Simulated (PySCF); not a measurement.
(E)-diazene, H2N2, SMILES [H]/N=N/[H], point group C2h.

Level: PBE0/pcSseg-2 in PySCF (density fitting, grid level 2); geometry and Hessian at that level, cubic constants and property derivatives from steps of ±0.6 along each species' dimensionless normal coordinates, second-order vibrational perturbation theory. The parent has the commonest isotopes.

Equilibrium geometry (Å):

```csv
atom,x,y,z
H1,1.3459,0.0803,0.4533
N2,0.4779,-0.2989,0.8612
N3,-0.4574,0.3084,0.3409
H4,-1.3255,-0.0708,0.7488
```

(1) Give the equilibrium and ground-state rotational constants (MHz) of parent; ²H at 1; ¹⁵N at 2; ²H at 1, ²H at 4; ¹⁵N at 2, ¹⁵N at 3; ²H at 1, ¹⁵N at 2.

(2) How is the parent's vibrational correction B0 − Be made up?

(3) And its quartic centrifugal distortion constants from the harmonic force field?

## Answers

(1) 
```
           species      Ae     Be     Ce      A0     B0     C0  Δ0 (u Å²)  harmonic ZPE (cm⁻¹)
            parent  306120  40102  35457  302890  39909  35136      0.051                 6293
           ²H at 1  225660  36681  31552  224030  36486  31258      0.061                 5581
          ¹⁵N at 2  304260  39003  34571  301020  38820  34265      0.052                 6271
  ²H at 1, ²H at 4  184210  33346  28235  183220  33148  27968      0.065                 4855
¹⁵N at 2, ¹⁵N at 3  302430  37893  33674  299180  37720  33382      0.052                 6249
 ²H at 1, ¹⁵N at 2  222880  35889  30911  221250  35703  30628      0.061                 5558
```

Δ0 = Ic − Ia − Ib from the ground-state constants.

(2) 
```csv
axis,harmonic,Coriolis,cubic,total (MHz)
a,4150,-453,-6930,-3230
b,173,-1.97,-365,-193
c,68.9,-11.5,-378,-321
```

(3) Asymmetric top, A reduction, Ir representation: ΔJ = 80.6 kHz, ΔJK = 1110 kHz, ΔK = 19400 kHz, δJ = 9.49 kHz, δK = 731 kHz.
